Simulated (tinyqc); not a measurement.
Coupled-perturbed Hartree-Fock on RHF in the sto-3g basis, for BH3, spin multiplicity 1, step by step. One step of it, computed by the program tinyqc.

Task: Coupled step 1. U_ai = -(mu_ai + sum_bj [4 (ai|bj) - (ab|ij) - (aj|bi)] U_bj) / (e_a - e_i); alpha = -4 sum U_ai mu_ai.

uncoupled U:
```
           i1        i2         i3         i4
a5   0.000000  0.000000   0.000000   0.010586
a6   0.000000  0.000000   0.000000   0.811604
a7  -0.013367  0.178762  -0.676854   0.000000
a8   0.000000  0.000000   0.000000  -0.675141
```

dipole integrals <a|y|i> (bohr):
```
          i1         i2        i3         i4
a5  0.000000   0.000000  0.000000  -0.007144
a6  0.000000   0.000000  0.000000  -0.810926
a7  0.108091  -0.230866  0.739563   0.000000
a8  0.000000   0.000000  0.000000   0.737717
```

orbital energies (hartree): MO1 -7.425331, MO2 -0.630535, MO3 -0.431713, MO4 -0.431694, MO5 0.243208, MO6 0.567470, MO7 0.660935, MO8 0.660991

Two-electron integrals over orbitals (pq|rs), unique and non-zero (hartree):
```
(11|11) 2.887025    (21|11) -0.247080   (21|21) 0.033108    (22|11) 0.589432
(22|21) -0.008175   (22|22) 0.431408    (31|11) 0.000075    (31|21) -0.000008
(31|22) 0.000012    (31|31) 0.006942    (32|11) 3.76e-06    (32|21) 0.000006
(32|22) 0.000093    (32|31) 0.011646    (32|32) 0.117047    (33|11) 0.520127
(33|21) -0.003288   (33|22) 0.422520    (33|31) 0.003594    (33|32) 0.063869
(33|33) 0.473628    (41|41) 0.006941    (42|41) 0.011642    (42|42) 0.116969
(43|41) -0.003602   (43|42) -0.063934   (43|43) 0.049926    (44|11) 0.520076
(44|21) -0.003290   (44|22) 0.422412    (44|31) -0.003597   (44|32) -0.063910
(44|33) 0.373965    (44|44) 0.473670    (51|11) -0.004371   (51|21) 0.000548
(51|22) -0.000311   (51|31) -2.17e-07   (51|32) -4.26e-08   (51|33) -0.000157
(51|44) -0.000156   (51|51) 0.021860    (52|11) 0.002625    (52|21) -0.000169
(52|22) -0.000136   (52|31) 2.27e-08    (52|32) -1.87e-07   (52|33) -0.000189
(52|44) -0.000189   (52|51) 0.021157    (52|52) 0.068524    (53|11) -2.06e-06
(53|21) 9.73e-08    (53|22) -6.82e-07   (53|31) 0.000063    (53|32) -0.000542
(53|33) -0.000534   (53|44) 0.000534    (53|51) -0.000007   (53|52) -0.000015
(53|53) 0.016210    (54|41) 0.000063    (54|42) -0.000543   (54|43) 0.000535
(54|54) 0.016207    (55|11) 0.741914    (55|21) -0.009509   (55|22) 0.455988
(55|31) 2.65e-06    (55|32) 4.78e-06    (55|33) 0.418994    (55|44) 0.418963
(55|51) 0.000576    (55|52) 0.003247    (55|53) -1.91e-06   (55|55) 0.586781
(61|11) -0.271862   (61|21) 0.037219    (61|22) -0.008424   (61|31) -0.000037
(61|32) -0.000038   (61|33) -0.003199   (61|44) -0.003176   (61|51) 0.000273
(61|52) -0.000497   (61|53) -6.86e-08   (61|55) -0.008032   (61|61) 0.041938
(62|11) 0.221478    (62|21) -0.009004   (62|22) 0.046300    (62|31) -0.000014
(62|32) -0.000021   (62|33) 0.021373    (62|44) 0.021290    (62|51) -0.000484
(62|52) -0.000058   (62|53) -1.79e-06   (62|55) 0.113311    (62|61) -0.009195
(62|62) 0.073025    (63|11) -0.000539   (63|21) 0.000015    (63|22) -0.000163
(63|31) 0.003406    (63|32) -0.044332   (63|33) -0.042634   (63|44) 0.042510
(63|51) 1.58e-07    (63|52) -2.76e-06   (63|53) 0.000615    (63|55) -0.000277
(63|61) 5.99e-07    (63|62) -0.000266   (63|63) 0.062372    (64|41) 0.003394
(64|42) -0.044524   (64|43) 0.042709    (64|54) 0.000618    (64|64) 0.062657
(65|11) -0.002503   (65|21) -0.000050   (65|22) -0.001116   (65|31) -4.99e-07
(65|32) -3.84e-06   (65|33) -0.000454   (65|44) -0.000450   (65|51) 0.022843
(65|52) 0.063808    (65|53) -0.000056   (65|55) -0.000060   (65|61) -0.000425
(65|62) -0.002067   (65|63) 4.17e-06    (65|65) 0.064212    (66|11) 0.595654
(66|21) -0.010703   (66|22) 0.423757    (66|31) -0.000049   (66|32) -0.000456
(66|33) 0.420425    (66|44) 0.420923    (66|51) -0.000982   (66|52) -0.002016
(66|53) 3.60e-06    (66|55) 0.444906    (66|61) -0.010793   (66|62) 0.027531
(66|63) 0.000134    (66|65) -0.002555   (66|66) 0.437183    (71|41) 0.012313
(71|42) 0.018370    (71|43) -0.005079   (71|54) 0.000119    (71|64) 0.005989
(71|71) 0.021994    (72|41) 0.007950    (72|42) -0.000509   (72|43) 0.022700
(72|54) 0.000722    (72|64) 0.046311    (72|71) 0.013371    (72|72) 0.048907
(73|41) 0.002535    (73|42) 0.047662    (73|43) -0.023844   (73|54) -0.000425
(73|64) -0.031692   (73|71) 0.004396    (73|72) -0.010288   (73|73) 0.033841
(74|11) 0.207679    (74|21) -0.005064   (74|22) 0.050349    (74|31) 0.002539
(74|32) 0.047667    (74|33) 0.052594    (74|44) 0.004969    (74|51) -0.000009
(74|52) 0.001235    (74|53) -0.000425   (74|55) 0.103408    (74|61) -0.004874
(74|62) 0.070796    (74|63) -0.031725   (74|65) -0.000713   (74|66) 0.027137
(74|74) 0.106582    (75|41) 0.000220    (75|42) 0.001624    (75|43) -0.000825
(75|54) 0.016199    (75|64) -0.000718   (75|71) 0.000373    (75|72) 0.000190
(75|73) 0.000680    (75|75) 0.020641    (76|41) 0.012204    (76|42) 0.106914
(76|43) -0.058817   (76|54) -0.000714   (76|64) -0.047524   (76|71) 0.020025
(76|72) -0.005777   (76|73) 0.050333    (76|75) 0.001424    (76|76) 0.110372
(77|11) 0.668431    (77|21) -0.009168   (77|22) 0.445413    (77|31) 0.000575
(77|32) -0.029645   (77|33) 0.404900    (77|44) 0.472440    (77|51) -0.000132
(77|52) 0.000579    (77|53) 0.000490    (77|55) 0.470276    (77|61) -0.008759
(77|62) 0.050419    (77|63) 0.037209    (77|65) -0.000440   (77|66) 0.448426
(77|74) 0.046836    (77|77) 0.514534    (81|11) -0.000611   (81|21) 0.000088
(81|22) -4.42e-06   (81|31) 0.012314    (81|32) 0.018373    (81|33) 0.005056
(81|44) -0.005078   (81|51) 6.35e-07    (81|52) -1.04e-06   (81|53) 0.000119
(81|55) -0.000017   (81|61) 0.000048    (81|62) -0.000049   (81|63) 0.006009
(81|65) -1.72e-06   (81|66) -0.000110   (81|74) 0.004388    (81|77) 0.001660
(81|81) 0.021994    (82|11) 0.000557    (82|21) -0.000019   (82|22) 0.000119
(82|31) 0.007947    (82|32) -0.000560   (82|33) -0.022662   (82|44) 0.022776
(82|51) -1.03e-06   (82|52) 5.76e-07    (82|53) 0.000722    (82|55) 0.000281
(82|61) -0.000051   (82|62) 0.000088    (82|63) 0.046286    (82|65) -4.79e-06
(82|66) 0.000096    (82|74) -0.010118   (82|77) 0.029247    (82|81) 0.013366
(82|82) 0.048919    (83|11) 0.207654    (83|21) -0.005066   (83|22) 0.050264
(83|31) -0.002533   (83|32) -0.047786   (83|33) 0.004902    (83|44) 0.052685
(83|51) -0.000009   (83|52) 0.001235    (83|53) 0.000424    (83|55) 0.103387
(83|61) -0.004855   (83|62) 0.070768    (83|63) 0.031464    (83|65) -0.000709
(83|66) 0.027564    (83|74) 0.041707    (83|77) 0.069133    (83|81) -0.004405
(83|82) 0.010554    (83|83) 0.106714    (84|41) 0.002546    (84|42) 0.047570
(84|43) -0.023747   (84|54) -0.000423   (84|64) -0.031546   (84|71) 0.004415
(84|72) -0.010171   (84|73) 0.030911    (84|75) 0.000679    (84|76) 0.050231
(84|84) 0.033697    (85|11) -4.81e-06   (85|21) -4.29e-08   (85|22) -1.12e-06
(85|31) 0.000220    (85|32) 0.001624    (85|33) 0.000823    (85|44) -0.000825
(85|51) 0.000052    (85|52) 0.000149    (85|53) 0.016198    (85|55) 5.41e-07
(85|61) -1.76e-06   (85|62) -4.94e-06   (85|63) -0.000715   (85|65) 0.000099
(85|66) -0.000012   (85|74) 0.000679    (85|77) -0.000340   (85|81) 0.000373
(85|82) 0.000190    (85|83) -0.000683   (85|85) 0.020640    (86|11) -0.000118
(86|21) -2.72e-07   (86|22) 0.000042    (86|31) 0.012207    (86|32) 0.106814
(86|33) 0.058537    (86|44) -0.058651   (86|51) -1.89e-06   (86|52) -0.000006
(86|53) -0.000711   (86|55) -0.000034   (86|61) -0.000049   (86|62) -0.000050
(86|63) -0.047130   (86|65) -0.000008   (86|66) -0.000491   (86|74) 0.050214
(86|77) -0.030429   (86|81) 0.020031    (86|82) -0.005685   (86|83) -0.050454
(86|85) 0.001423    (86|86) 0.110094    (87|41) 0.000600    (87|42) -0.029402
(87|43) 0.033672    (87|54) 0.000489    (87|64) 0.037308    (87|71) 0.001723
(87|72) 0.029097    (87|73) -0.011019   (87|75) -0.000336   (87|76) -0.030288
(87|84) -0.010928   (87|87) 0.034321    (88|11) 0.668434    (88|21) -0.009168
(88|22) 0.445456    (88|31) -0.000516   (88|32) 0.030140    (88|33) 0.472706
(88|44) 0.404602    (88|51) -0.000132   (88|52) 0.000579    (88|53) -0.000494
(88|55) 0.470283    (88|61) -0.008752   (88|62) 0.050526    (88|63) -0.037726
(88|65) -0.000442   (88|66) 0.448157    (88|74) 0.069303    (88|77) 0.445493
(88|81) -0.001611   (88|82) -0.029022   (88|83) 0.046525    (88|85) 0.000345
(88|86) 0.030808    (88|88) 0.514815
```

Give: U after step 1; polarisability.

Result:

U after step 1:
```
         i1      i2       i3       i4
a5   0.0000  0.0000   0.0000   0.0127
a6   0.0000  0.0000   0.0000   0.9508
a7  -0.0150  0.2146  -0.8077   0.0000
a8   0.0000  0.0000   0.0000  -0.8057
```

polarisability = 8.0561 bohr^3
